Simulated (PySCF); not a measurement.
Vibration and rotation of SiCl⁻

UHF-CCSD(T) constants of SiCl⁻, ³Σ⁻ (triplet), unpaired electrons π ↑↑ (basis Si def2-TZVPPD, Cl def2-TZVPPD; no relativity; PySCF 2.14; masses 27.9769 and 34.9689 u):

- ωe: 355.0 cm⁻¹
- ωexe: 2.29 cm⁻¹
- Be: 0.21169 cm⁻¹
- αe: 0.00189 cm⁻¹
- De to Si + Cl⁻: 1.91 eV

(1) What force constant and bond length do these constants imply?

(2) Estimate the centrifugal constant D from the Kratzer relation and find the Dunham coefficient a1.

Correlated steps freeze 10 core orbitals. For an ion De counts to the pair picked by the measured ionisation energies or electron affinities, which need not be the lowest pair at this level. The state is the lowest determinant that a PBE0 search found; another state may lie lower at other levels.

Results:

(1) Reduced mass μred = 15.542 u; k = 5.8918×10⁻⁷·μred·ωe² (u, cm⁻¹, mdyn/Å) = 1.15 mdyn/Å; Re = √(16.8576/(μred·Be)) (u, cm⁻¹, Å) = 2.264 Å.

(2) D = 4Be³/ωe² = 3.01e-07 cm⁻¹; a1 = −1 − αeωe/(6Be²) = -3.50.
